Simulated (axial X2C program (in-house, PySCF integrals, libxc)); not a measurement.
## Bond lengths and stretching modes, held linear, of AlCN⁻

Calculated with an axial X2C code built on PySCF integrals: two-component X2C with atomic mean-field Coulomb and Gaunt terms, Gaussian nuclei, basis Al dyall-v3z, C dyall-v3z, N dyall-av3z with contracted cores. Spin-free rows use the one-electron spin-free X2C Hamiltonian.

Masses Al 26.982, C 12.000, N 14.003 u. States: 2c Ω = 1/2 (beyond evenly filled blocks: ω = 1/2); spin-free M_S = 1/2, Λ = 1 (beyond evenly filled blocks: π+α).

PBE0, spin-free: energies above the lowest point

```csv
r(Al–C) (Å),r(C–N) (Å),E (meV)
2.0163,1.1368,58.52
2.0163,1.1660,9.89
2.0163,1.1951,54.59
2.0680,1.1368,46.49
2.0680,1.1660,0.00
2.0680,1.1951,47.19
2.0680,1.2243,171.47
2.1197,1.1368,54.49
2.1197,1.1660,9.68
2.1197,1.1951,58.86
2.1714,1.1660,34.40
2.1714,1.2243,213.52
```

Problem. Fit a quadratic surface with cubic terms in each bond: where is the minimum, and what are the two stretching wavenumbers?

Solution. At PBE0, spin-free: bonds 2.066 and 1.165 Å; harmonic stretches 387.1 and 2166.3 cm⁻¹; force constants 1.18, 17.7 and coupling 0.21 mdyn/Å.

The other levels and Hamiltonians give:

```csv
Hamiltonian,level,r(Al–C) (Å),r(C–N) (Å),lower stretch (cm⁻¹),upper stretch (cm⁻¹)
2c,PBE0,2.066,1.165,387.1,2166.1
2c,HF,2.112,1.141,361.2,2391.6
2c,B3LYP,2.078,1.166,371.7,2137.1
spin-free,HF,2.111,1.141,361.3,2391.9
spin-free,B3LYP,2.078,1.166,371.8,2137.2
```

Each state is one determinant, the lowest of a limited PBE0 search; the stretches come from a fit to these few points and carry an uncertainty of a few per cent. Other orders of the atoms were not compared. Left out for rough or failed fits: MP2 2c, MP2 spin-free. For an anion the highest level of a functional can be positive, and the basis then holds the extra electron. The molecule was held linear; bending was not examined, so a bent shape may lie lower. Note: functional without a current term on a determinant with orbital currents, of the molecule or an atom.
